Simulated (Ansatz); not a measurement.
## Relaxing a trial structure of CH4O2

The starting geometry of this gas-phase triplet was optimised with GFN2-xTB as a singlet; its bonds are those of `OCO`.

```xyz
7

C     0.4773    1.2137   -1.4874
O    -0.7696    1.6473   -1.9343
O     1.4341    1.1866   -2.5004
H    -1.0830    1.0500   -2.6242
H     0.7573    1.9044   -0.6800
H     0.4360    0.1885   -1.0938
H     1.5303    2.0736   -2.8671
```

Problem. Predict what it relaxes into with PBE0-D3(BJ)/def2-SVP.

Solution. It falls apart into CH3O2 + H. Contacts that open: O2–H4 (0.96 → 3.41 Å).

The energy falls by 3.33 eV over 25 steps:

```csv
step,E − E(last) (eV)
1,3.330
4,0.694
6,0.225
9,0.021
12,0.005
14,0.001
17,0.001
20,0.000
22,0.000
25,0.000
```

Final geometry (Å):

```tsv
atom	x (Å)	y (Å)	z (Å)
C	0.6058	1.3184	-1.1978
O	-0.5469	1.9550	-1.1277
O	1.1754	1.1311	-2.4465
H	-1.2764	0.7209	-4.2249
H	1.2899	1.9015	-0.5114
H	0.5449	0.3169	-0.7081
H	0.9900	1.9203	-2.9707
```

No frequencies were run, so the end isn't proven a minimum. Open shells are spin-unrestricted. The triplet needn't be the ground state. Run with Ansatz 0.2.0, 3.8 min on 1 thread of AMD EPYC (Zen 3), with other jobs on the host.
